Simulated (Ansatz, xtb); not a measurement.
**Two conformers of C3H2F3**

We compare I, `F[CH]C=C(F)F`, a doublet, with II, `F[CH]C=C(F)F`, a doublet. Both are isolated molecules in the gas phase, relaxed with B3LYP-D3(BJ)/def2-SVP.

I (Å):

```xyz
8

C    -1.9277   -0.0911    0.1975
C    -0.9571   -0.5984    1.0477
C    -0.5420   -1.9040    1.1505
F    -2.5895   -0.8789   -0.6540
F     0.3946   -2.2961    1.9944
F    -1.0106   -2.9077    0.4408
H    -2.2195    0.9591    0.1569
H    -0.4604    0.1088    1.7146
```

II (Å):

```yaml
atoms:
  - { symbol: C, position_ang: [-2.0919, 0.1216, 0.6060] }
  - { symbol: C, position_ang: [-1.0873, -0.8070, 0.8359] }
  - { symbol: C, position_ang: [0.0817, -0.5400, 1.5020] }
  - { symbol: F, position_ang: [-3.1909, -0.2517, -0.0565] }
  - { symbol: F, position_ang: [0.3871, 0.6431, 2.0054] }
  - { symbol: F, position_ang: [1.0314, -1.4277, 1.7165] }
  - { symbol: H, position_ang: [-2.0852, 1.1671, 0.9185] }
  - { symbol: H, position_ang: [-1.2215, -1.8263, 0.4670] }
```

Task: Estimate which is lower in electronic energy at CCSD(T)/def2-SVP, and by roughly how much.

Result: Too close to call at this level: CCSD(T)/def2-SVP gives E(II) − E(I) = −0.27 kJ/mol.

Level by level:

```
                level               geometry  E(II) − E(I) (kJ/mol)  departure from the last row (kJ/mol)  job, with rough time for the two
B3LYP-D3(BJ)/def2-SVP  B3LYP-D3(BJ)/def2-SVP                   +0.24                                 +0.51                optimisation, 41 s
          HF/def2-SVP  B3LYP-D3(BJ)/def2-SVP                   −1.58                                 −1.31           part of the CCSD(T) run
         MP2/def2-SVP  B3LYP-D3(BJ)/def2-SVP                   +0.47                                 +0.74           part of the CCSD(T) run
     CCSD(T)/def2-SVP  B3LYP-D3(BJ)/def2-SVP                   −0.27                                                      single point, 74 s
```

The largest departure from CCSD(T)/def2-SVP is that of HF/def2-SVP, 1.31 kJ/mol. Levels run at GFN2-xTB geometries aren't shown. MP2 in a larger basis moves the difference by −0.1 kJ/mol, a step that isn't added because spin contamination makes open-shell MP2 unreliable in this search.

With harmonic frequencies from B3LYP-D3(BJ)/def2-SVP (ideal gas, rigid rotor, one conformer each, 298.15 K, 1 atm): on the last row, ΔE + ΔZPE = −1.03, ΔH = −0.81, ΔG = −1.25 kJ/mol.

Open shells are spin-unrestricted, with notable spin contamination under HF/def2-SVP, MP2/def2-SVP, CCSD(T)/def2-SVP. The correlated steps freeze 6 core orbitals. Programs: Ansatz 0.2.0; the last row on 2 threads of Arm Neoverse V1 on a shared host.
